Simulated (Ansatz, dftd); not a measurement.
Reaction: LiF (SMILES [Li][F]) → LiF+ (parent SMILES [F][Li], doublet) + e-
Each species at its own B3LYP-D3(BJ)/def2-TZVP minimum (Ansatz, a quantum-chemistry and plane-wave program).

Quantity: adiabatic ionisation energy (electronic), in eV. Open shells are spin-unrestricted; no spin-orbit coupling. Cores are frozen in correlated methods. No relativity. CBS(X,Y): correlation extrapolated as X^-3, Hartree-Fock from the larger set. A bracket is a step between two methods taken in the basis named. Double hybrids freeze cores in their MP2 part. Full CI freezes restricted core orbitals, also for open shells; the composite that ends in it estimates full CI at the basis-set limit.

Compared with CCSD(T)/CBS(def2-TZVPP,def2-QZVPP) + [CCSDT(Q) - CCSD(T)]/def2-QZVPP + [FCI - CCSDT(Q)]/def2-SVP (Ansatz): 11.05 eV.

Costs are rough ratios of core time, to one figure, on one kind of shared machine, summed over the single points of the molecules; atoms, geometries and frequencies are left out. The first row took roughly 3 core seconds; short runs hold start-up time.

```tsv
level	program	cost relative to the first row	difference (eV)
B3LYP-D3(BJ)/def2-TZVPD	Ansatz + dftd3	1	0.17
B2PLYP/def2-TZVPD	Ansatz	2	0.02
CCSD(T)/def2-SVP	Ansatz	3	-0.90
CCSD(T)/CBS(def2-TZVPP,def2-QZVPP)	Ansatz	20	0.00
CCSD(T)/CBS(def2-TZVPP,def2-QZVPP) + [CCSDT(Q) - CCSD(T)]/def2-TZVPP + [CCSDTQ - CCSDT(Q)]/def2-SVP	Ansatz	100	0.00
CCSD(T)/CBS(def2-TZVPP,def2-QZVPP) + [CCSDT(Q) - CCSD(T)]/def2-QZVPP + [CCSDTQ - CCSDT(Q)]/def2-SVP	Ansatz	200	0.00
CCSD(T)/CBS(def2-TZVPP,def2-QZVPP) + [CCSDT(Q) - CCSD(T)]/def2-QZVPP + [CCSDTQ - CCSDT(Q)]/def2-TZVPP	Ansatz	800	0.00
```

The dearest row costs roughly 800 times the first. Costs within a factor of two don't rank. The table holds for this case alone.
